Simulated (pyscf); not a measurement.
Optimised with ωB97X-D3(BJ)/def2-SVP in PySCF.

Problem. How much does it cost (ΔH, 298 K, ωB97M-D3(BJ)/def2-TZVP) to split O=MoH(OH)(F)–F (SMILES [O]=[MoH]([OH])([F])[F]) at its H–Mo bond into [O=Mo(OH)(F)–F]• + H•?

Solution. H–Mo to [O=Mo(OH)(F)–F]• + H•: 44.2 kcal/mol. The 7 functionals that were run give +41.7 (M06-2X) to +51.4 kcal/mol (r²SCAN). The radicals are drawn with the spin at the cut bond; how far it spreads was not checked. Other isomers of [O=Mo(OH)(F)–F]• were not searched in full and may lie lower. Open-shell species with a d-block atom are single-reference here; other states, and whether the spin sits on metal or ligand, were not checked. Elements past Kr carry the def2 core potentials, without spin-orbit coupling.
